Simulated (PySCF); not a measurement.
# Identify the compound

An unknown has the formula C5H8O. Its calculated NMR data are:

1H NMR (500 MHz, computed): δ 2.08 (s, 1H), 1.43 (s, 6H), 0.85 (br s, 1H).

13C{1H} NMR (computed): δ 96.9 (C), 78.1 (CH), 69.3 (C), 33.7 (CH3).

- GIAO PBE0/pcSseg-2 shieldings
- J: B3LYP/pcJ-2 (without the spin–dipole term)
- coordinates at the PBE0-D3(BJ)/def2-TZVP level
- run in PySCF 2.14.0 with density-fitted response routines
- rapidly exchanging positions averaged, single conformer, relativity neglected, gas phase

Referencing at the same level of theory: 1H (31.52 ppm) and 13C (186.03 ppm) vs TMS.

Question: Which candidate is it?
A. C#CC(C)(C)O
B. C=CC(=O)CC
C. C/C=C/C(C)=O
D. CC(=O)C1CC1

Answer: A. 

1. The formula gives 2 degrees of unsaturation (no ring in the answer).
2. 4 carbon signals for 5 carbons: some carbons are equivalent by symmetry or fast rotation.
3. Carbon types of the structure: 2 × C, 1 × CH, 2 × CH3, leaving 1 H on heteroatoms.
4. δC 96.9: alkyne carbon; sp carbons lie upfield of alkene carbons because the cylindrical π system leaves one tensor component strongly shielded.
5. δC 78.1: terminal alkyne carbon; sp carbons lie upfield of alkene carbons because the cylindrical π system leaves one tensor component strongly shielded.
6. δC 69.3: propargylic fully substituted sp3 carbon bonded to O; the inductive effect lowers its shielding.
7. δC 33.7: methyl carbon; aliphatic region, no heteroatom directly attached.
8. δH 0.85: hydrogen on an alcohol oxygen; labile proton, position sensitive to the medium.

The others: CC(=O)C1CC1 would give 4 signals for carbon-bound and other non-exchanging H, not 2; C/C=C/C(C)=O would give 5 carbon signals, not 4; C=CC(=O)CC would give 5 carbon signals, not 4.

OH/NH shifts are gas-phase values; hydrogen bonding in solution moves them, usually downfield. Shifts are as computed. Against solution values, carbons near 30 ppm lie about +3 ppm off and those near 130 ppm about +9 ppm. Of 1211 compounds with measured shifts, 218 miss one by over three times the rms of a fit or turn the order of signals round; such compounds aren't used in these exercises.
